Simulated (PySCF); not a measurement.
# C3H4O: excited states, first hyperpolarisability

Aim: compute the excited states, first hyperpolarisability of C3H4O (`C1=COC1`).

Computed with PySCF 2.14.0 and routines of our own; the level stands in each step. Atoms count from 0.

## 1. The system as given

8 atoms, charge 0, multiplicity 1; geometry from: GFN2-xTB.

## 2. Optimising the geometry at PBE0-D3(BJ)/def2-SVP

The job: settings as JSON, then the geometry in Å.

```
{"job": {"xc": "PBE0", "basis": "def2-SVP", "d3": "d3bj", "grid": 1, "kind": "geom"}, "charge": 0, "multiplicity": 1}
C      0.642020    -0.259278    -0.459894
C      0.737864     0.641154     0.519889
O     -0.592426     0.652809     0.878950
C     -0.827661    -0.328741    -0.155459
H      1.285892    -0.739270    -1.162301
H      1.473796     1.250754     1.007002
H     -1.202783    -1.261921     0.262520
H     -1.507645     0.053905    -0.915271
```

Run with:

```
$ OMP_NUM_THREADS=1 python excited_run.py task.json out
```

This one command runs all jobs of the session in turn.

Output:

```text
step   0  E = -191.50777618  max force = 0.019602
step   1  E = -191.50921610  max force = 0.002887
step   2  E = -191.50922098  max force = 0.002026
step   3  E = -191.50924087  max force = 0.000842
step   4  E = -191.50924242  max force = 0.000137
optimisation converged
```

It took 6.2 s on 1 thread of Arm Neoverse V1, shared host.

Step by step:

| step | energy from step 0 (eV) | largest force component (eV/Å) |
| --- | --- | --- |
| 0 | 0.0000 | 1.0080 |
| 1 | -0.0392 | 0.1485 |
| 2 | -0.0393 | 0.1042 |
| 3 | -0.0399 | 0.0433 |
| 4 | -0.0399 | 0.0070 |

Distances of close pairs at the start and the end, largest changes first:

| bond | before (Å) | after (Å) | change (Å) |
| --- | --- | --- | --- |
| C1–H5 | 1.073 | 1.093 | +0.020 |
| C0–H4 | 1.067 | 1.086 | +0.019 |
| C3–H7 | 1.089 | 1.102 | +0.013 |
| C3–H6 | 1.089 | 1.102 | +0.012 |
| C0–C1 | 1.334 | 1.342 | +0.008 |
| C1–O2 | 1.378 | 1.370 | -0.008 |
| O2–C3 | 1.445 | 1.453 | +0.008 |
| C0–C3 | 1.502 | 1.504 | +0.002 |

The end geometry stands in the next job.

| at the end point | value |
| --- | --- |
| point group (found at 0.08 Å tolerance) | Cs |
| rotational constants (GHz, main isotopes) | 15.077, 13.984, 7.615 |
| dipole moment (D) | 1.21 |

## 3. Excited states: TDA PBE0/def2-SVP

The job: settings as JSON, then the geometry in Å.

```
{"job": {"kind": "states", "xc": "PBE0", "basis": "def2-SVP", "tda": true, "soc": true, "nstates": 5, "ntriplets": 6, "nquad": 4}, "charge": 0, "multiplicity": 1}
C      0.531958    -0.192022    -0.221226
C      0.627283     0.715003     0.763336
O     -0.684556     0.745779     1.157341
C     -0.932016    -0.242560     0.121281
H      1.192011    -0.672332    -0.937148
H      1.376192     1.340648     1.254920
H     -1.318754    -1.175567     0.561121
H     -1.640246     0.149783    -0.625846
```

With the program's defaults for keys left out, this is: TDA PBE0/def2-SVP excited states, vertical, gas phase, spin-orbit mean-field couplings.

Output:

```text
coarse grid: 6824 points
cycle   1  E = -191.4197670235  dE =  6.316e-01  |g| = 5.027e-01  |ddm| = 2.932e+00
cycle   2  E = -191.3563623556  dE =  6.340e-02  |g| = 7.742e-01  |ddm| = 1.028e+00
cycle   3  E = -191.4687191715  dE = -1.124e-01  |g| = 1.066e-01  |ddm| = 6.347e-01
cycle   4  E = -191.4707816939  dE = -2.063e-03  |g| = 4.828e-02  |ddm| = 1.248e-01
cycle   5  E = -191.4713416048  dE = -5.599e-04  |g| = 1.301e-02  |ddm| = 5.161e-02
cycle   6  E = -191.4713837982  dE = -4.219e-05  |g| = 3.137e-03  |ddm| = 1.449e-02
cycle   7  E = -191.4713860806  dE = -2.282e-06  |g| = 3.547e-04  |ddm| = 2.908e-03
final grid: 66320 points
cycle   8  E = -191.5055745535  dE = -5.294e-06  |g| = 9.140e-03  |ddm| = 1.841e-02
cycle   9  E = -191.5055455594  dE =  2.899e-05  |g| = 1.531e-02  |ddm| = 1.665e-02
cycle  10  E = -191.5055910304  dE = -4.547e-05  |g| = 1.566e-03  |ddm| = 1.108e-02
cycle  11  E = -191.5055916402  dE = -6.098e-07  |g| = 2.320e-04  |ddm| = 1.592e-03
cycle  12  E = -191.5055916520  dE = -1.177e-08  |g| = 8.545e-05  |ddm| = 2.682e-04
cycle  13  E = -191.5055916537  dE = -1.795e-09  |g| = 1.100e-05  |ddm| = 8.403e-05
cycle  14  E = -191.5055916538  dE = -2.450e-11  |g| = 4.863e-06  |ddm| = 1.401e-05
converged SCF energy = -191.5055916538

Singlet excitations
state   eV       nm        f     d(h-e)  d(exc)  Lambda  PR(NTO)  |dmu|/D   mu/D   main configurations
  1   7.0567   175.7   0.15597   0.273   2.239   0.794   1.126    0.691    0.801   H->L 0.86
  2   7.4239   167.0   0.00016   0.871   2.464   0.382   1.018    2.926    3.412   H->L+1 0.74, H->L+2 0.18
  3   7.9285   156.4   0.00060   1.524   2.980   0.418   1.009    5.441    5.247   H->L+2 0.73, H->L+1 0.23
  4   8.1149   152.8   0.00001   1.119   2.915   0.380   1.018    4.714    5.024   H->L+3 0.90
  5   8.4739   146.3   0.00086   0.676   2.252   0.499   1.050                     H-2->L 0.97

Triplet excitations (Tamm-Dancoff)
state   eV     d(h-e)  d(exc)  Lambda  PR(NTO)   main configurations
  1   3.9642   0.154   1.983   0.827   1.006   H->L 0.97
  2   6.9825   0.715   2.293   0.396   1.014   H->L+1 0.54, H->L+2 0.38
  3   7.6394   1.052   2.286   0.662   1.012   H-1->L 0.97
  4   7.7760   1.243   3.046   0.409   1.012   H->L+2 0.59, H->L+1 0.37
  5   7.8324   0.504   2.812   0.386   1.108   H->L+3 0.85
  6   7.9982   0.581   2.250   0.498   1.103   H-2->L 0.88
S1 - T1 = 3.0924 eV

Spin-orbit couplings |<S|Hso|T>| (cm-1)
             T1       T2       T3       T4       T5       T6
S0        0.165   21.349    0.114   10.528   18.734   20.603
S1        0.040    7.999    0.078    2.825   11.660   19.284
S2        7.253    0.543    3.153    0.528    4.037    0.262
S3        3.646    1.007    2.202    0.440    1.323    0.133
S4        7.723    3.231    2.360    0.157    0.219    0.694
S5       16.997    1.162   31.367    0.198    1.941    7.396
T1 sublevels (cm-1): 0.000 0.003 0.004   radiative rates (1/s): 0.0829 0.00046 0.0786
```

It took 3.8 s on 1 thread of Arm Neoverse V1, shared host.

In short:

| quantity | value |
| --- | --- |
| S1 less T1 | 3.09 eV |

## 4. First hyperpolarisability: quadratic response CAM-B3LYP/def2-SVPD

Settings changed since step 3:

```diff
@@ -1,2 +1,2 @@
-{"job": {"kind": "states", "xc": "PBE0", "basis": "def2-SVP", "tda": true, "soc": true, "nstates": 5, "ntriplets": 6, "nquad": 4}, "charge": 0, "multiplicity": 1}
+{"job": {"kind": "beta", "xc": "CAM-B3LYP", "basis": "def2-SVPD", "wavelengths": [1064, 800]}, "charge": 0, "multiplicity": 1}
 C      0.531958    -0.192022    -0.221226
```

With the program's defaults for keys left out, this is: quadratic response CAM-B3LYP/def2-SVPD first hyperpolarisability, Taylor convention, gas phase.

Output:

```text
coarse grid: 6824 points
cycle   1  E = -191.5417406922  dE =  7.269e-01  |g| = 5.362e-01  |ddm| = 3.749e+00
cycle   2  E = -191.5037667393  dE =  3.797e-02  |g| = 7.323e-01  |ddm| = 1.065e+00
cycle   3  E = -191.5997828585  dE = -9.602e-02  |g| = 7.383e-02  |ddm| = 5.855e-01
cycle   4  E = -191.6006210668  dE = -8.382e-04  |g| = 3.789e-02  |ddm| = 1.239e-01
cycle   5  E = -191.6009644357  dE = -3.434e-04  |g| = 7.685e-03  |ddm| = 5.084e-02
cycle   6  E = -191.6009780142  dE = -1.358e-05  |g| = 2.592e-03  |ddm| = 1.199e-02
cycle   7  E = -191.6009796692  dE = -1.655e-06  |g| = 2.619e-04  |ddm| = 3.764e-03
final grid: 66320 points
cycle   8  E = -191.6438335717  dE = -1.649e-05  |g| = 2.519e-03  |ddm| = 5.006e-02
cycle   9  E = -191.6438334827  dE =  8.892e-08  |g| = 2.797e-03  |ddm| = 8.015e-03
cycle  10  E = -191.6438350229  dE = -1.540e-06  |g| = 4.663e-04  |ddm| = 2.952e-03
cycle  11  E = -191.6438350633  dE = -4.047e-08  |g| = 1.217e-04  |ddm| = 5.206e-04
cycle  12  E = -191.6438350669  dE = -3.534e-09  |g| = 3.444e-05  |ddm| = 2.152e-04
cycle  13  E = -191.6438350672  dE = -2.873e-10  |g| = 8.687e-06  |ddm| = 5.114e-05
converged SCF energy = -191.6438350672

Lowest singlets (eV, f): 6.4641 0.1284  6.5314 0.0116  6.7735 0.0145

First hyperpolarisability (au)
process     nm      |vector|   parallel      HRS      DR
static         -       84.26     -40.89      36.32   4.414
shg       1064.0       95.17     -46.03      41.05   4.479
eope      1064.0       87.62     -42.47          -       -
shg        800.0      105.65     -50.99      45.58   4.543
eope       800.0       90.38     -43.77          -       -
```

It took 6.8 s on 1 thread of Arm Neoverse V1, shared host; peak memory 0.56 GiB.

## 5. Summary of results

```
                                                 quantity                                             value
                                              point group                                                Cs
                     rotational constants (main isotopes)                            15.08, 13.98, 7.62 GHz
                   S1 less T1 (step 3, TDA PBE0/def2-SVP)                                           3.09 eV
β vector (step 4, quadratic response CAM-B3LYP/def2-SVPD)  static 84, SHG 1064.0 nm 95, SHG 800.0 nm 106 au
```

The optimisation took 4 steps and gained 0.040 eV; among the close pairs (by a distance rule), C1–H5 changed most, from 1.073 to 1.093 Å. No frequency check was run at this level, so the end point may be a saddle. In step 3, the number of triplets below S1 is 2, and the largest singlet-triplet spin-orbit coupling is S5–T3, 31.37 cm⁻¹. β grows from 84 au (static) to 106 au for doubling at 800.0 nm: normal dispersion, which grows as twice the photon energy moves toward the bright states.
